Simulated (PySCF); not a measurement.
**AlO+: bond curves at several levels of theory**

The task here is to estimate one member of a computed series from the others.

Computed with PySCF 2.14.0. Level: Al def2-SVPD, O def2-SVPD, no relativity.

The first run:

A driver script around PySCF takes these settings:

```json
{"atoms": "Al, O", "charge": "1", "basis": "Al def2-SVPD, O def2-SVPD", "Hamiltonian": "no relativity", "basis functions": "47", "electrons treated": "20", "masses in u": "26.9815, 15.9949", "levels": "PBE0, PBE, r²SCAN, LDA, MN15, M06-2X, HF, MP2, SCS-MP2, CCSD, CCSD(T)", "grid": "80 radial by 434 angular points", "occupations": "held fixed by the projection of orbital angular momentum", "dissociation limit": "Al+ + O, each in its ground configuration", "starting distance in angstrom": "1.895", "values of 2S to try": "0, 2"}
```

Launch:

```
> OMP_NUM_THREADS=1 python dia.py task.json out
```

Steps of the session up to this table: Input; The PBE0 curve of the state that the search chose; Other states along the same grid; PBE (GGA); r²SCAN (meta-GGA); LDA; MN15 (hybrid meta-GGA); M06-2X; UHF (mean field); Adding correlation.

One table of the session follows, with a row left open; its other results are not shown here.

It belongs to the step «Constants by level of theory». 

```
      level  Re (Å)  ωe (cm⁻¹)  De (eV)
    UHF-MP2   1.755        818     1.16
UHF-SCS-MP2   1.756        811     0.97
   UHF-CCSD   1.765        740     0.78
UHF-CCSD(T)   1.773        735     0.89
        LDA   1.766        735     2.06
        PBE   1.788        700     1.61
     r²SCAN   1.762        751     1.71
       PBE0       ?          ?        ?
       MN15   1.756        748     1.32
     M06-2X   1.754        765     1.21
```

Estimate the missing values for PBE0.

As computed: Re (Å): 1.762; ωe (cm⁻¹): 739; De (eV): 1.32.

De is counted to Al+ + O in their ground configurations.

To keep in mind: At some levels the lowest empty orbital lies below the highest filled one (the two can be of opposite spin).
